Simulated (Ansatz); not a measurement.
One change: `C#CC(C)C` becomes `COC(C)C`.

Ansatz, PBE0-D4/def2-TZVP geometries, multiplicity 1. Each molecule was computed in one conformer, which needn't be the lowest.

```json
{"property": "ideal-gas entropy at 298 K and 1 bar (rigid rotor, harmonic PBE0-D4/def2-TZVP) / J/(mol·K)", "`C#CC(C)C`": "317"}
{"property": "HOMO–LUMO gap (ωB97M-V/def2-TZVPP) / eV", "`C#CC(C)C`": "12.42"}
{"property": "LUMO energy (B3LYP/def2-TZVPP) / eV", "`C#CC(C)C`": "0.62"}
{"property": "LUMO energy (PBE/def2-TZVPP) / eV", "`C#CC(C)C`": "0.03"}
{"property": "LUMO energy (PBE0/def2-TZVPP) / eV", "`C#CC(C)C`": "0.93"}
{"property": "size of the dipole moment (ωB97M-V/def2-TZVPP) / D", "`C#CC(C)C`": "0.75"}
```

**Question.** Give the same properties after the change, and the shifts. (Best estimate.)

**Answer.** Computed: 
```tsv
property	`COC(C)C`	shift
ideal-gas entropy at 298 K and 1 bar (rigid rotor, harmonic PBE0-D4/def2-TZVP) / J/(mol·K)	332	15
HOMO–LUMO gap (ωB97M-V/def2-TZVPP) / eV	12.45	0.03
LUMO energy (B3LYP/def2-TZVPP) / eV	0.94	0.32
LUMO energy (PBE/def2-TZVPP) / eV	0.47	0.44
LUMO energy (PBE0/def2-TZVPP) / eV	1.28	0.35
size of the dipole moment (ωB97M-V/def2-TZVPP) / D	1.19	0.44
```

The zero-point energy changes by 60.8 kJ/mol with +6 modes. Dipoles are sizes alone; their direction can turn.

B3LYP here is the variant with VWN-RPA as its local correlation; programs differ in this.
